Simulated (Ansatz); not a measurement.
Pulling the pair apart

The pair of H$_{2}$O (SMILES O, atoms 1–3) and C$_{2}$H$_{4}$ (SMILES C=C, atoms 4–9), both closed shells, in one local arrangement (a lower one may exist), relaxed at PBE0-D4/def2-TZVP:

```xyz
9
angstrom
O -0.3294 -0.1159 -2.2704
H 0.5257 -0.3955 -2.6035
H -0.2166 -0.0593 -1.3147
C -0.1800 -0.5391 1.0887
C 0.1866 0.7291 0.9711
H -1.2234 -0.8349 1.0685
H 0.5487 -1.3327 1.2147
H 1.2301 1.0246 0.9960
H -0.5418 1.5237 0.8497
```

C$_{2}$H$_{4}$ is shifted rigidly along the line between the mean atom positions of the two fragments (negative: closer). Counterpoise interaction energies in kcal/mol. Program: Ansatz 0.2.0. Basis: def2-TZVPPD. Cores are frozen in the correlated methods.

```json
{"shift (Å)": "-0.25", "PBE-D4": "-2.53", "HF": "1.24", "wB97M-V": "-1.79"}
{"shift (Å)": "-0.12", "PBE-D4": "-2.93", "HF": "0.09", "wB97M-V": "-2.35"}
{"shift (Å)": "0.00", "PBE-D4": "-3.04", "HF": "-0.62", "wB97M-V": "-2.57"}
{"shift (Å)": "0.12", "PBE-D4": "-2.97", "HF": "-1.02", "wB97M-V": "-2.57"}
{"shift (Å)": "0.29", "PBE-D4": "-2.71", "HF": "-1.27", "wB97M-V": "-2.39"}
{"shift (Å)": "0.61", "PBE-D4": "-2.07", "HF": "-1.25", "wB97M-V": "-1.85"}
{"shift (Å)": "1.23", "PBE-D4": "-1.09", "HF": "-0.82", "wB97M-V": "-1.00"}
{"shift (Å)": "2.45", "PBE-D4": "-0.28", "HF": "-0.30", "wB97M-V": "-0.31"}
```

What does CCSD(T) give at these shifts? (To be estimated.)

By the calculation: -1.26, -1.90, -2.18, -2.25, -2.15, -1.71, -0.94, -0.30 kcal/mol. For zero shift, CCSD(T) at an estimated basis limit (MP2 extrapolated from triple and quadruple zeta, plus CCSD(T) − MP2 in triple zeta) gives -2.44 kcal/mol. These are counterpoise interaction energies, counted from the two frozen fragments.

No T1 diagnostic of these runs exceeds 0.011.

For scale, one of the runs: CCSD(T)/def2-TZVPPD, 216 basis functions, launched by `ansatz run in.yaml --threads 2 --pin off --events-out ev --progress --plain --max-ram 5222MiB`. Hardware: 2 CPU threads of an Arm Neoverse V2, shared host. Wall time 53 s; peak host memory 3.3 GiB.
